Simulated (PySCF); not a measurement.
**SiCl−: from the state search to spectroscopic constants**

An exercise on one series of results from a longer session: the logs are not shown, and one member is left open.

Program: PySCF 2.14.0. Level of theory: Si def2-TZVPPD, Cl def2-TZVPPD, no relativity. These are calculated values, not measurements.

The first run:

A driver script around PySCF takes these settings:

| Item | Value |
| --- | --- |
| atoms | Si, Cl |
| charge | -1 |
| basis | Si def2-TZVPPD, Cl def2-TZVPPD |
| Hamiltonian | no relativity |
| basis functions | 99 |
| electrons treated | 32 |
| masses in u | 27.9769, 34.9689 |
| levels | PBE0, PBE, r²SCAN, M06-L, TPSSh, r²SCAN0, revPBE, B2PLYP, HSE06, HF, MP2, SCS-MP2, CCSD, CCSD(T) |
| grid | 80 radial by 434 angular points |
| occupations | held fixed by the projection of orbital angular momentum |
| dissociation limit | Si + Cl−, each in its ground configuration |
| starting distance in angstrom | 2.185 |
| values of 2S to try | 0, 2 |

Launch:

```sh
OMP_NUM_THREADS=2 python dia.py task.json out
```

Steps of the session up to this table: Input; PBE0 along the bond; Higher solutions at PBE0; PBE; r²SCAN; M06-L (meta-GGA); TPSSh (hybrid meta-GGA); r²SCAN0 (hybrid meta-GGA); revPBE (GGA); B2PLYP; HSE06 (range-separated hybrid); UHF; Correlated methods on the Hartree–Fock reference.

One table of the session follows, with a row left open; its other results are not shown here.

Energy (eV) from each level's lowest point:

| R (Å) | UHF | UHF-MP2 | UHF-SCS-MP2 | UHF-CCSD | UHF-CCSD(T) |
| --- | --- | --- | --- | --- | --- |
| 1.933 | 0.746 | 0.654 | 0.685 | n/a | n/a |
| 2.023 | 0.351 | 0.288 | 0.310 | 0.307 | 0.308 |
| 2.113 | 0.129 | 0.092 | 0.105 | 0.102 | 0.103 |
| 2.181 | 0.042 | 0.022 | 0.029 | 0.027 | 0.027 |
| 2.248 | ? | ? | ? | ? | ? |
| 2.315 | 0.000 | 0.013 | 0.006 | 0.008 | 0.008 |
| 2.405 | 0.034 | 0.068 | 0.053 | 0.058 | 0.058 |
| 2.518 | 0.114 | 0.176 | 0.150 | 0.159 | 0.160 |
| 2.653 | 0.238 | 0.334 | 0.297 | 0.310 | 0.314 |
| 2.833 | 0.416 | 0.560 | 0.508 | n/a | n/a |

Estimate the missing values for R (Å) = 2.248.

Worked estimate for «UHF». A straight line through the neighbours (2.181, 0.042) and (2.315, 0.000) gives 0.042 + (0.000 − 0.042) × (2.248 − 2.181) / (2.315 − 2.181) = 0.021; a parabola fitted to 4 rows on both sides gives 0.005.

**Answer.** UHF: 0.003; UHF-MP2: 0.000; UHF-SCS-MP2: 0.000; UHF-CCSD: 0.000; UHF-CCSD(T): 0.000. In «UHF» the line misses by +0.018 and the parabola by +0.002.
